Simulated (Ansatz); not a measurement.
Gas-phase electronic energies from Ansatz, PBE0-D4/def2-TZVP geometries. CCSD(T)/CBS is frozen-core, at the limit of the def2 triple- and quadruple-zeta sets. Functionals use def2-TZVPP. One conformer a species, not always the lowest.

Reaction (formal hydrolysis of the Si–F bond): `C[Si]F` + H₂O → `C[Si]O` + H–F

`C[Si]F`:

Cartesian coordinates in Å:
```
C -0.530 0.110 -0.097
Si 1.187 -0.313 -0.752
F 1.967 -0.384 0.666
H -1.269 0.223 -0.893
H -0.867 -0.676 0.590
H -0.488 1.040 0.484
```

H₂O:

Cartesian coordinates in Å:
```
O -0.365 -0.081 0.109
H 0.446 -0.463 0.452
H -0.082 0.544 -0.561
```

`C[Si]O`:

Cartesian coordinates in Å:
```
C -0.833 -0.069 -0.084
Si 0.424 1.130 0.699
O 1.844 0.369 0.315
H -0.650 -0.166 -1.162
H -1.866 0.259 0.055
H -0.732 -1.069 0.356
H 1.814 -0.455 -0.180
```

H–F:

Cartesian coordinates in Å:
```
F -0.261 -0.176 -0.336
H 0.261 0.176 0.336
```

| level | ΔE (kcal/mol) |
| --- | --- |
| r2SCAN0-D4 | 7.8 |
| CCSD/CBS(cc) | 8.5 |

What does CCSD(T)/CBS give? (An estimate is asked.)

Computed: +8.0 kcal/mol. The listed levels differ from it by -0.2, 0.5 kcal/mol.

Largest T1 diagnostic among the species: 0.014.

Leaving LDA and LC-ωPBE aside and taking each functional with its dispersion term where it has one, the values, not all of them listed here, spread over 2.0 kcal/mol, from revPBE-D4 to B97M-V. LDA lies −1.1 kcal/mol from PBE without D4. In def2-TZVPP, CCSD(T) changes the Hartree–Fock value by −2.4 kcal/mol (the triples alone add −0.5 kcal/mol) and MP2 by −2.9 kcal/mol.
